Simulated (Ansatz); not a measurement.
Several settings on one geometry of Si₃ (that of the charge 0 singlet, PBE-D4/def2-TZVP). Ansatz on 2 threads of Arm Neoverse V2 on a shared host; times are rough.

```xyz
3

Si    0.863    0.008    0.686
Si   -0.352    1.423   -0.459
Si   -0.511   -1.431   -0.227
```

Totals from different functionals, basis sets or treatments of relativity can't be compared as stabilities.

LC-ωPBE has ω = 0.4 bohr⁻¹. Correlated methods freeze 15 core orbitals.

At PBE-D4/def2-TZVP a triplet lies 0.12 eV below the restricted singlet of charge 0, at its own geometry.

The spins typed aren't always the lowest for that charge.

Problem. Give the basis size and estimate the energy, ⟨S²⟩ and time of these runs.

| run | method | charge | state | further keys |
| --- | --- | --- | --- | --- |
| 1 | RKS SVWN5/def2-TZVP | 0 | singlet | final_grid: {core_spheres: 5, valence_spheres: 4, degree: 11}; scf: {omitted_lower_state_checks: [starts]} |
| 2 | UKS PBE0-DH/def2-SVPD | 0 | triplet | scf: {omitted_lower_state_checks: [starts]} |
| 3 | RKS revPBE-D3(BJ)-ATM/cc-pVTZ | 0 | singlet | scf: {lower_state_search: light}; forces asked |
| 4 | UKS r2SCAN-rVV10/def2-SVP | -1 | doublet | nuclear_model: gaussian; scf: {omitted_lower_state_checks: [starts]}; forces asked |
| 5 | UKS r2SCANh-D3(BJ)/pcseg-2 | 0 | triplet | scf: {lower_state_search: off} |
| 6 | UKS PBE0/cc-pVDZ | 0 | triplet | scf: {lower_state_search: full} |
| 7 | RKS PBE/def2-mTZVP | 0 | singlet | scf: {lower_state_search: light} |
| 8 | RKS LC-ωPBE/pcseg-2 | 0 | singlet | point_charges: [{charge: 2.00, position_ang: [5.056, -0.362, 0.081]}]; scf: {omitted_lower_state_checks: [starts]} |
| 9 | RKS B97/STO-3G | 0 | singlet | scf: {omitted_lower_state_checks: [starts]} |

Solution. 
```tsv
run	functions	energy (Eh)	⟨S²⟩	wall time
1	111	-864.9540	–	0.35 s
2	72	-867.6166	2.02	2.4 s
3	102	-868.2374	–	1 s
4	54	-868.0089	0.76	3.3 s
5	102	-868.2731	2.01	2.3 s
6	54	-867.9743	2.01	6.5 s
7	66	-867.9350	–	0.5 s
8	102	-868.0905	–	1.2 s
9	27	-858.0925	–	0.55 s
```

The highest occupied level of an anion often lies above zero with these methods, and sets without diffuse functions describe the outer electron poorly.
